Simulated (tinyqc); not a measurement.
ROHF in the sto-3g basis, for OH+, spin multiplicity 3, step by step. One step of it, computed by the program tinyqc.

Problem. Iteration 3: Roothaan effective Fock matrix. With projectors Pc = D(beta) S, Po = (D(alpha) - D(beta)) S, Pv = 1 - D(alpha) S, the block xy is Px^T F Py; with Fc = (F(alpha) + F(beta))/2, the blocks are Fc for cc, oo, vv and cv, F(beta) for co and F(alpha) for ov.

F(alpha) (hartree):
```
             1O 1s      1O 2s     1O 2px     1O 2py     1O 2pz      2H 1s
1O 1s   -20.611156  -5.275535   0.000000   0.000000  -0.004811  -0.176024
1O 2s    -5.275535  -2.854131   0.000000   0.000000  -0.053475  -0.254813
1O 2px    0.000000   0.000000  -0.843491   0.000000   0.000000   0.000000
1O 2py    0.000000   0.000000   0.000000  -0.843491   0.000000   0.000000
1O 2pz   -0.004811  -0.053475   0.000000   0.000000  -0.767332  -0.194582
2H 1s    -0.176024  -0.254813   0.000000   0.000000  -0.194582  -0.480177
```

F(beta) (hartree):
```
             1O 1s      1O 2s    1O 2px    1O 2py     1O 2pz      2H 1s
1O 1s   -20.562201  -5.199918  0.000000  0.000000  -0.004811  -0.172725
1O 2s    -5.199918  -2.493094  0.000000  0.000000  -0.053475  -0.233906
1O 2px    0.000000   0.000000  0.084112  0.000000   0.000000   0.000000
1O 2py    0.000000   0.000000  0.000000  0.084112   0.000000   0.000000
1O 2pz   -0.004811  -0.053475  0.000000  0.000000  -0.672443  -0.190079
2H 1s    -0.172725  -0.233906  0.000000  0.000000  -0.190079  -0.478257
```

D(alpha) after iteration 2:
```
            1O 1s      1O 2s    1O 2px    1O 2py     1O 2pz      2H 1s
1O 1s    1.059156  -0.249903  0.000000  0.000000   0.001569  -0.004517
1O 2s   -0.249903   1.056039  0.000000  0.000000  -0.007144   0.013464
1O 2px   0.000000   0.000000  1.000000  0.000000   0.000000   0.000000
1O 2py   0.000000   0.000000  0.000000  1.000000   0.000000   0.000000
1O 2pz   0.001569  -0.007144  0.000000  0.000000   0.988033   0.042946
2H 1s   -0.004517   0.013464  0.000000  0.000000   0.042946   0.002048
```

D(beta) after iteration 2:
```
            1O 1s      1O 2s    1O 2px    1O 2py     1O 2pz      2H 1s
1O 1s    1.059156  -0.249903  0.000000  0.000000   0.001569  -0.004517
1O 2s   -0.249903   1.056039  0.000000  0.000000  -0.007144   0.013464
1O 2px   0.000000   0.000000  0.000000  0.000000   0.000000   0.000000
1O 2py   0.000000   0.000000  0.000000  0.000000   0.000000   0.000000
1O 2pz   0.001569  -0.007144  0.000000  0.000000   0.988033   0.042946
2H 1s   -0.004517   0.013464  0.000000  0.000000   0.042946   0.002048
```

overlap S:
```
           1O 1s     1O 2s    1O 2px    1O 2py    1O 2pz     2H 1s
1O 1s   1.000000  0.236704  0.000000  0.000000  0.000000  0.007724
1O 2s   0.236704  1.000000  0.000000  0.000000  0.000000  0.110684
1O 2px  0.000000  0.000000  1.000000  0.000000  0.000000  0.000000
1O 2py  0.000000  0.000000  0.000000  1.000000  0.000000  0.000000
1O 2pz  0.000000  0.000000  0.000000  0.000000  1.000000  0.117810
2H 1s   0.007724  0.110684  0.000000  0.000000  0.117810  1.000000
```

Give: effective F.

Solution.

effective F (hartree):
```
          1O 1s   1O 2s  1O 2px  1O 2py  1O 2pz   2H 1s
1O 1s   -20.587  -5.238   0.000   0.000  -0.005  -0.174
1O 2s    -5.238  -2.674   0.000   0.000  -0.053  -0.244
1O 2px    0.000   0.000  -0.380   0.000   0.000   0.000
1O 2py    0.000   0.000   0.000  -0.380   0.000   0.000
1O 2pz   -0.005  -0.053   0.000   0.000  -0.720  -0.192
2H 1s    -0.174  -0.244   0.000   0.000  -0.192  -0.479
```
